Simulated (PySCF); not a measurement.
Partial charges of `F[C@@H]1C[C@@H]1S`

Species: C3H5FS.
Z-matrix (Å and degrees, PBE0-D3(BJ)/def2-SVP geometry), rows numbered from 1:
```
F 
C   1  1.3498
C   2  1.4834  1  118.89
C   2  1.4990  1  118.84  3   -70.89
S   4  1.7848  2  120.11  3  -105.45
H   2  1.0956  1  111.90  3   146.47
H   3  1.0934  2  115.88  4   106.37
H   3  1.0930  2  119.42  4  -108.36
H   4  1.0951  2  116.56  3   107.14
H   5  1.3516  4   96.91  2   -64.65
```

Density: PBE0/pcSseg-1 (PySCF); schemes: Mulliken, IAO, Hirshfeld and ESP-fitted. The structure is a single PBE0-D3(BJ)/def2-SVP conformer in the gas phase; no vibrational or solvent corrections.

Q: At which atom do the 4 schemes differ most?

A: At C4: from -0.413 (Mulliken) to -0.029 e (ESP-fitted), 0.384 e apart.

Q: Which atoms carry the lowest charge in the Mulliken, IAO, Hirshfeld and ESP-fitted schemes?

A: The schemes don't all agree: Mulliken C4 (-0.413); IAO C3 (-0.302); Hirshfeld F1 (-0.101); ESP-fitted S5 (-0.286).

Q: Tabulate the Mulliken, IAO, Hirshfeld and ESP-fitted charges.

A: In e:

| atom | environment | Mulliken | IAO | Hirshfeld | ESP-fitted |
| --- | --- | --- | --- | --- | --- |
| F1 | alkyl fluorine | -0.291 | -0.294 | -0.101 | -0.170 |
| C2 | sp3 C–F carbon | +0.226 | +0.165 | +0.043 | -0.041 |
| C3 | three-membered-ring carbon | -0.205 | -0.302 | -0.097 | -0.185 |
| C4 | sp3 carbon bound to sulfur | -0.413 | -0.261 | -0.065 | -0.029 |
| S5 | thiol sulfur | -0.050 | -0.031 | -0.047 | -0.286 |
| H6 | methine hydrogen | +0.115 | +0.147 | +0.056 | +0.153 |
| H7 | methylene hydrogen | +0.163 | +0.169 | +0.053 | +0.152 |
| H8 | methylene hydrogen | +0.147 | +0.157 | +0.058 | +0.107 |
| H9 | methine hydrogen | +0.167 | +0.156 | +0.047 | +0.091 |
| H10 | S–H hydrogen | +0.142 | +0.094 | +0.052 | +0.208 |

Mean size of the charges over all atoms: Mulliken 0.192 e, IAO 0.178 e, ESP-fitted 0.142 e, Hirshfeld 0.062 e. Each set sums to the total charge, 0, to within 0.001 e. The Mulliken scheme counts on each atom the diagonal of the density matrix times the overlap matrix over that atom's basis functions. The ESP scheme fits charges at the nuclei, held to the total charge, to the electrostatic potential on points at 1.4 to 2.0 times the van der Waals radii.

Q: How closely do the schemes follow one another over all atoms?

A: Correlation coefficient and root-mean-square difference: IAO with Hirshfeld 0.97, 0.134 e; Mulliken with IAO 0.96, 0.063 e; Mulliken with Hirshfeld 0.91, 0.158 e; Hirshfeld with ESP-fitted 0.83, 0.112 e; IAO with ESP-fitted 0.69, 0.145 e; Mulliken with ESP-fitted 0.60, 0.174 e.

Q: Sum the charges by element, for elements with more than one atom.

A: 
| element | atoms | Mulliken | IAO | Hirshfeld | ESP-fitted |
| --- | --- | --- | --- | --- | --- |
| C | 3 | -0.392 | -0.399 | -0.119 | -0.256 |
| H | 5 | +0.734 | +0.724 | +0.266 | +0.712 |

Q: How many electrons does the ESP-fitted scheme count on S5?

A: Z − q = 16 − (-0.286) = 16.286.
